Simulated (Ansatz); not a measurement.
# BHNSi: the cost of one run

Method: def2-QZVPP, core rule «outside noble gas», up to 7 orbitals frozen; program: Ansatz 0.2.0, Gaussian basis.

To be run: UHF; ROHF; CCSD(T) on UHF.

2 further runs of the same task are left out: 2 set aside as unsound or not needed.

## (1) What is computed

The geometry is a PBE0/def2-TZVP stationary point (not a proven minimum) of the parent state, kept for this charge and spin.

4 atoms, charge 0, spin multiplicity 4.

Atoms are counted from 1 here; the program's logs count them from 0.

Bond lengths: B1–N2 1.375 Å, B1–Si3 1.996 Å, N2–Si3 1.766 Å, N2–H4 1.011 Å. Angles: N2–B1–Si3 59.8°, B1–N2–Si3 77.8°, B1–N2–H4 141.7°, Si3–N2–H4 140.4°, B1–Si3–N2 42.3°.

Geometry (Å):

```
B     0.0000   -0.8977    0.9101
N     0.0000    0.4764    0.8759
Si    0.0000    0.0618   -0.8404
H     0.0000    1.2858    1.4821
```

## (2) UHF

The input, in.yaml:

```yaml
crystal:
  periodic: [false, false, false]
  atoms:
    - {symbol: B, position_ang: [0.000000, -0.897712, 0.910090]}
    - {symbol: N, position_ang: [0.000000, 0.476424, 0.875935]}
    - {symbol: Si, position_ang: [0.000000, 0.061811, -0.840355]}
    - {symbol: H, position_ang: [0.000000, 1.285841, 1.482090]}
basis:
  gaussian: {orbitals: "def2-QZVPP.json"}
magnetization: {spin_polarized: true, initial_magnetization: 3}
hamiltonian: {xc: hf}
output: {orbitals: {seedname: orbitals}}
```

Launch:

```sh
> ansatz run in.yaml --threads 1 --pin off --events-out ev --progress --plain --max-ram 2393MiB
```

What time and memory should one allow on 1 thread of Arm Neoverse V1, shared host?

About 20 s, with a peak of 0.5 GiB.
